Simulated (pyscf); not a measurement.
## Four-centre exchange: `[AsH]=[AsH]` + `[OH2]` → `[OH][As]=[AsH]` + `[H][H]`

Gas phase, singlet surface, charge 0. Bonds broken: As1–H3, O5–H6. Bonds formed: As1–O5, H3–H6. Optimised with ωB97X-D3(BJ)/def2-SVP in PySCF.

Transition state (Å):

```xyz
7

As    -0.2070    -0.2778     0.8305
As    -2.2528     0.3431     1.4160
H     -0.3368    -1.5504    -0.5580
H     -2.7359     0.4977    -0.0177
O     -0.0658     0.5335    -1.0011
H     -0.1646    -0.7234    -1.1013
H      0.8208     0.8957    -1.1619
```

One imaginary mode, 1689i cm⁻¹; descent along it reached the two sides named.

```json
[
 {"bond": "As1–H3", "change": "breaks", "reactant side (Å)": "1.524", "saddle": "1.888", "product side": "4.1"},
 {"bond": "O5–H6", "change": "breaks", "reactant side (Å)": "0.965", "saddle": "1.265", "product side": "2.450"},
 {"bond": "As1–O5", "change": "forms", "reactant side (Å)": "2.9", "saddle": "2.008", "product side": "1.798"},
 {"bond": "H3–H6", "change": "forms", "reactant side (Å)": "3.5", "saddle": "1.004", "product side": "0.762"}
]
```

Electronic energies relative to the separated reactants (eV):

```json
[
 {"level": "ωB97X-D3(BJ)/def2-TZVP", "barrier": "2.18", "reaction energy": "+0.30", "reverse barrier": "1.87"},
 {"level": "PBE/def2-TZVP", "barrier": "1.76", "reaction energy": "+0.24", "reverse barrier": "1.52"},
 {"level": "r²SCAN/def2-TZVP", "barrier": "1.90", "reaction energy": "+0.23", "reverse barrier": "1.67"},
 {"level": "B3LYP-D3(BJ)/def2-TZVP", "barrier": "2.06", "reaction energy": "+0.28", "reverse barrier": "1.77"},
 {"level": "PBE0-D3(BJ)/def2-TZVP", "barrier": "2.00", "reaction energy": "+0.37", "reverse barrier": "1.64"},
 {"level": "M06-2X/def2-TZVP", "barrier": "2.14", "reaction energy": "+0.25", "reverse barrier": "1.88"},
 {"level": "ωB97M-D3(BJ)/def2-TZVP", "barrier": "2.18", "reaction energy": "+0.36", "reverse barrier": "1.82"},
 {"level": "HF/def2-TZVP", "barrier": "3.12", "reaction energy": "+0.59", "reverse barrier": "2.53"}
]
```

With ωB97M-D3(BJ)/def2-TZVP energies and thermal terms (ideal gas, 1 atm, RRHO with modes under 100 cm⁻¹ raised to 100, one conformer, R ln 2 for chiral ones without a mode under 150 cm⁻¹), in eV:

```csv
T (K),ΔH‡,ΔG‡,ΔH,ΔG
298,2.07,2.51,+0.24,+0.31
600,2.08,2.95,+0.29,+0.36
900,2.11,3.39,+0.33,+0.39
1200,2.16,3.80,+0.36,+0.41
```

The same reactants have a lower exit, to HO–AsH–AsH₂ (barrier +0.87 eV at ωB97M-D3(BJ)/def2-TZVP, against +2.18 eV here). This is the saddle that the search found; another between the same sides may lie lower. Elements up to Kr have no core potential and no relativistic terms here.
